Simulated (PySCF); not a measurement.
## C: electron affinity

C⁻ [He] 2s2 2p3 (4S) → C [He] 2s2 2p2 (3P), as a difference of total energies. All numbers are calculated (PySCF 2.14, the spin-free X2C one-electron Hamiltonian (Gaussian nucleus), in dyall-acv3z). Correlated levels: valence: 1s2 frozen; valence and next inner shell: nothing frozen; virtual orbitals above 40 to 60 times the deepest correlated orbital energy dropped. The calculations carry no spin-orbit coupling.

```csv
method,electron affinity (eV)
UHF,0.449
LDA,1.819
PBE,1.606
r2SCAN,1.499
HSE06,1.418
BLYP,1.377
B97-3,1.251
M06,1.333
MP2 (valence),1.262
SCS-MP2 (valence),0.970
SCS-MP2 (valence and next inner shell),0.969
```

Task: Estimate what MP2 (valence and next inner shell) gives.

Result: 1.264 eV, closest to MP2 (valence) among the rows shown.

Task: Estimate what PBE0 gives.

Result: 1.421 eV, closest to HSE06 among the rows shown.

Errors of the correlated levels include the incompleteness of this basis and the frozen core.

In the anion the highest occupied orbital energy is positive at LDA, PBE, PBE0, r2SCAN, HSE06, BLYP, B97-3, M06, a self-interaction effect; the basis confines that electron, and the energy difference can still be sensible.

For comparison: 1.262 eV (measured; photodetachment measurements, as compiled on the Wikipedia data page of electron affinities).
